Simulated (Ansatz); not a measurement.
The same path of H2S + H4Si (8 atoms, charge 0, multiplicity 1) was run 3 times with different band settings. Lost on the way: Si1–H2, S6–H8. Made: Si1–S6, H2–H8.

All numbers below come from Ansatz 0.2.0, RKS r2SCAN/def2-TZVP.

Relaxed end points:

```xyz
8
Properties=species:S:1:pos:R:3
Si 0.481 0.058 -0.209
H 0.439 -0.077 1.268
H 1.895 -0.037 -0.657
H -0.074 1.370 -0.615
H -0.295 -1.041 -0.832
S -3.149 0.133 1.067
H -3.122 -1.165 0.727
H -2.549 -0.113 2.243
```

```xyz
8
Properties=species:S:1:pos:R:3
Si -0.456 -0.285 -0.613
H 0.005 0.873 3.179
H 0.747 -0.755 0.112
H -0.522 1.197 -0.581
H -0.399 -0.730 -2.028
S -2.106 -1.170 0.423
H -3.042 -0.596 -0.356
H -0.602 0.593 2.855
```

Common settings: movable images 5; climbing image yes; spring 5.0 eV/Å²; optimiser quadratic models (default); iteration limit 60; end points relaxed.

| run | start path | force threshold |
| --- | --- | --- |
| 1 | through a guess of the saddle point | 0.03 eV/Å |
| 2 | straight line | 0.03 eV/Å |
| 3 | through a guess of the saddle point | 0.2 eV/Å |

Problem. What does each run give, and how far can it be trusted?

Solution. Run 1: converged after 35 iterations, highest image 1.930 eV above the first end. Beside the main top the profile has a ripple of under 15 meV (maxima at images 2, 5), which may be a very shallow well or noise. Neighbouring images differ by up to 2.2 eV, so the band resolves the path poorly. A vibrational analysis at the climbing image gives one clearly imaginary mode, 1188i cm⁻¹: a first-order saddle point.
Run 2: converged after 34 iterations, highest image 1.978 eV above the first end. Beside the main top the profile has a ripple of under 15 meV (maxima at images 2, 5), which may be a very shallow well or noise. Neighbouring images differ by up to 2.3 eV, so the band resolves the path poorly. The order of the stationary point at the top wasn't checked.
Run 3: converged after 13 iterations, highest image 1.972 eV above the first end. The threshold of 0.2 eV/Å is loose, so the images may lie well off the minimum-energy path. Neighbouring images differ by up to 2.1 eV, so the band resolves the path poorly. The order of the stationary point at the top wasn't checked.
The orbitals stay closed-shell, which can raise the energy where a bond breaks towards radicals; this wasn't checked here.
